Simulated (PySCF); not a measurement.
## Which determinant of BP lies lowest?

Unrestricted PBE0; B def2-TZVP, P def2-TZVP; no relativity (PySCF 2.14). Outer shells of the fragments: B 2s2 2p1; P 3s2 3p3.

Followed along the bond (rough minima from three points):

```tsv
2Ms+1	unpaired	⟨S²⟩ at the start	R at minimum (Å)	Te (eV)
3	σ ↑, π ↑	2.01	1.74	0.00
1	σ ↓, π ↑	1.05	1.75	0.14
1	none	0.00	none in the scan	≤ 0.86
3	π ↑↑	2.01	none in the scan	≤ 1.06
1	π ↑↓	1.01	none in the scan	≤ 1.35
```

Solutions found at the starting distance of 1.880 Å, counted from the lowest of them; the search is not exhaustive and high or unbound solutions are not listed, so other states can lie among these:

```tsv
2Ms+1	unpaired	term	E (eV)	⟨S²⟩	⟨Lz²⟩	μ (D)
3	σ ↑, π ↑	³Π	0.00	2.01	1.02	-0.39
1	σ ↓, π ↑	mixed	0.12	1.05	1.01	-0.41
3	π ↑↑	³Σ⁻	0.83	2.01	0.00	2.31
1	π ↑↓	mixed	1.13	1.01	2.03	2.37
1	none	¹Σ⁺	1.23	0.00	0.00	-1.09
5	σ ↑, π ↑↑↑	⁵Π	2.11	6.01	1.00	0.57
1	none	mixed	2.15	0.00	2.01	2.57
3	σ ↑, π ↑↑↓	mixed	2.59	3.02	3.04	0.51
3	σ ↓, π ↑↑↑	mixed	2.88	3.02	1.01	0.99
3	σ ↑↑	³Σ⁺	3.13	2.26	0.00	0.17
```

A term symbol is given only where ⟨S²⟩ and ⟨Lz²⟩ are close to those of a pure state; real π, δ and φ orbitals otherwise mix terms. A positive dipole means B(−)P(+).
